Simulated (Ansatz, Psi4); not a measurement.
# Exact exchange and the HOMO–LUMO gap of C2H3N (isocyanomethane)

C2H3N has 6 atoms, charge 0, and is taken as a singlet. As SMILES, `[C-]#[N+]C`. The shape is that of a PBE0-D4/def2-TZVP optimisation.

The HOMO–LUMO gap y, in eV, basis def2-SVPD; a is the functional's share of exact exchange. Programs: Ansatz 0.2.0, Psi4 1.11.

| functional | program | a | y (eV) |
| --- | --- | --- | --- |
| r2SCAN | Ansatz | 0 | 7.32 |
| PBE | Psi4 | 0 | 6.60 |
| TPSSh | Psi4 | 0.1 | ? |
| B3LYP | Ansatz | 0.2 | 8.50 |
| PBE0 | Ansatz | 0.25 | 9.10 |
| r2SCAN0 | Ansatz | 0.25 | 9.86 |
| BHLYP | Ansatz | 0.5 | 11.10 |

Question: Fit y = c + s·a to the known rows and predict TPSSh.

Answer: 
1. Means of the 6 rows: a = 0.2000, y = 8.747.
2. Σ(Δa)² = 0.175, Σ(Δa·Δy) = 1.494, so the slope is 1.494/0.175 = 8.5371.
3. Intercept: 8.747 − (8.5371) × 0.2000 = 7.040. The largest residual of the fit is 0.69.
4. TPSSh: 7.040 + (8.5371) × 0.1 = 7.89 eV.

The run gave 8.08 eV, so the prediction is off by -0.19 eV, within the largest residual. Exact exchange lowers occupied levels and raises empty ones. The rows mix families of semi-local functionals, which the line can't see.
